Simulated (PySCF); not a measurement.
# How methods differ on the electron affinity of Li

Li⁻ [He] 2s2 (1S) → Li [He] 2s1 (2S), as a difference of total energies. All numbers are calculated (PySCF 2.14, no relativity, point nucleus, in dyall-av2z (11s7p, 32 functions)). Correlated levels: valence: 1s2 frozen; virtual orbitals above 40 to 60 times the deepest correlated orbital energy dropped. The calculations carry no spin-orbit coupling.

```csv
method,electron affinity (eV)
UHF,-0.124
MP2 (valence),0.271
SCS-MP2 (valence),0.350
CCSD (valence),0.612
```

Errors of the correlated levels include the incompleteness of this basis and the frozen core.

A negative affinity means that the anion lies above the atom at that level of theory.

With two correlated electrons CCSD is exact in that space.

The coupled-cluster amplitudes are large for Li⁻ (T1 above 0.03 or a double amplitude above 0.15), so a single reference is strained.

For comparison: 0.618 eV (measured; photodetachment measurements, as compiled on the Wikipedia data page of electron affinities).
